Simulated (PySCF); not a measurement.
Species: C₄H₄O (charge 0, singlet). 
Structure (B3LYP-D3(BJ)/def2-TZVP (Ansatz) minimum search):
SMILES: c1ccoc1
```xyz
9

O      0.0070    -0.0094     1.1564
C      0.0100     1.0912     0.3549
C     -0.0058    -1.0968     0.3372
C     -0.0006     0.7240    -0.9496
C     -0.0110    -0.7085    -0.9611
H      0.0199     2.0414     0.8581
H     -0.0098    -2.0550     0.8251
H     -0.0010     1.3840    -1.8002
H     -0.0209    -1.3546    -1.8223
```

Dispersion corrections to the total energy (kcal/mol) from the dftd3 and dftd4 libraries through PySCF: D3(BJ) without and D4 with the three-body term, each with the damping fitted for the functional named.

```json
[
 {"functional": "PW6B95", "D3(BJ)": "-1.83", "D4": "-3.69"},
 {"functional": "HSE06", "D3(BJ)": "-2.43", "D4": "-3.08"},
 {"functional": "B2PLYP", "D3(BJ)": "-3.12", "D4": "-2.82"},
 {"functional": "BLYP", "D3(BJ)": "-8.56", "D4": "[?]"},
 {"functional": "HF", "D3(BJ)": "-36.84", "D4": "-16.67"},
 {"functional": "B3LYP", "D3(BJ)": "[?]", "D4": "-6.57"},
 {"functional": "LC-wPBE", "D3(BJ)": "[?]", "D4": "-4.50"}
]
```

Q: Some entries are withheld; supply them.

A: 
- BLYP, D4: -9.39
- B3LYP, D3(BJ): -6.95
- LC-wPBE, D3(BJ): -3.61
